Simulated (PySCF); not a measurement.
Ligands exchanged one at a time, Al F-NH2. All species are isolated molecules in the gas phase. Strings in code marks are SMILES.

The four lowest singlet excitations (Tamm–Dancoff). These are PySCF with B3LYP-D3(BJ)/def2-TZVP values and carry that method's errors. B3LYP has the VWN-RPA correlation part, as in Gaussian. Excitations are Tamm–Dancoff values on a coarser integration grid. The basis has no diffuse functions, so Rydberg states are missing or too high.

| state | energy (eV) | wavelength (nm) | oscillator strength |
|---|---|---|---|
| S1 | 5.40 | 230 | 0.000 |
| S2 | 6.14 | 202 | 0.133 |
| S3 | 7.07 | 175 | 0.025 |
| S4 | 7.16 | 173 | 0.000 |

Question: Name which member gives these states.
A) `[NH2][Al]([F])[F]`
B) `[NH2][Al]([NH2])[NH2]`
C) `[F][Al]([F])[F]`
D) `[NH2][Al]([NH2])[F]`

Answer: D, `[NH2][Al]([NH2])[F]`
